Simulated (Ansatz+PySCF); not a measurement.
A calculation with PySCF 2.14.0.

```python
from pyscf import gto, dft

mol = gto.M(atom="""
C 0.000000 -0.029650 -0.648910
O 0.000000 -0.065630 0.747930
H 0.000000 -1.068660 -1.010960
H -0.894900 0.465780 -1.075130
H 0.894900 0.465780 -1.075130
H 0.000000 0.840000 1.071250
""", basis='def2-svp', charge=0, spin=0)
mf = dft.UKS(mol, xc='wb97x')
mf.kernel()
print(mf.converged, mf.e_tot, mf.spin_square()[0])
```

The script is written out from the run's settings.

The run gave:

```
Converged                       : yes
Total energy                    : -115.59867 hartree
Spin squared of the determinant : 0.000
Cycles                          : 10
```
